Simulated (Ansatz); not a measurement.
Basis-set extrapolation for C₃H₆N₂O (`CN(C=N)C=O`) (PBE0-D4/def2-TZVP geometry, frozen core, Ansatz 0.2.0). Multiplicity 1, RHF reference.

```json
{"": "HF", "def2-TZVPP": "-300.972873", "def2-QZVPP": "-300.986562"}
{"": "MP2 correlation", "def2-TZVPP": "-1.126072", "def2-QZVPP": "-1.204412"}
{"": "CCSD(T) correlation", "def2-TZVPP": "-1.203545", "def2-QZVPP": "not run"}
```

Energies in hartree. Use E(X) = E(∞) + A·exp(−7.88·√X) for Hartree–Fock and E(X) = E(∞) + B·X^(−2.97) for correlation, with X = 3 and 4, and add CCSD(T) minus MP2 of the smaller set to the MP2 limit.

**Question.** What is the CCSD(T) energy at the basis-set limit?

**Answer.** HF limit: -300.986562 + (-0.013689) × 0.13774 = -300.98845. MP2 limit: -1.204412 + (-0.078340) × 0.74074 = -1.26244. Higher-order term: -1.203545 − (-1.126072) = -0.07747. Total: -302.32836 hartree, 4.13 eV below CCSD(T)/def2-TZVPP.
